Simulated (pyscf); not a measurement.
Elementary routes open to HP=GaH + H₂O in the gas phase (singlet surface):
A. HO–GaH–PH₂ (H–O broken; H–P, Ga–O formed)
B. HO–Ga=PH + H₂ (Ga–H, H–O broken; Ga–O, H–H formed)

PySCF, gas phase, ωB97X-D3(BJ)/def2-SVP geometries.

Task: Rank the routes by free-energy barrier at 600 K, lowest first, for ωB97M-D3(BJ)/def2-TZVP energies (ideal gas, 1 atm, RRHO with modes under 100 cm⁻¹ raised to 100, one conformer, R ln 2 for chiral ones without a mode under 150 cm⁻¹).

Result: A (16.5 kcal/mol), B (37.6 kcal/mol)

Route A is the fastest of these, ahead of the next by 21.1 kcal/mol. The most stable products are those of A (ΔG = -24.1 kcal/mol), so kinetics and thermodynamics agree. At 1200 K A is still the fastest. A: On the reactant side the descent ends in an adduct with a Ga–O contact, 15.4 kcal/mol under the separated species and 12.7 kcal/mol under the saddle at ωB97X-D3(BJ)/def2-TZVP. B: On the reactant side the descent ends in an adduct with a Ga–O contact, 15.4 kcal/mol under the separated species and 33.8 kcal/mol under the saddle at ωB97X-D3(BJ)/def2-TZVP. Only these routes are compared; each barrier is that of the saddle found, and lower ones may exist. Elements up to Kr have no core potential and no relativistic terms here.
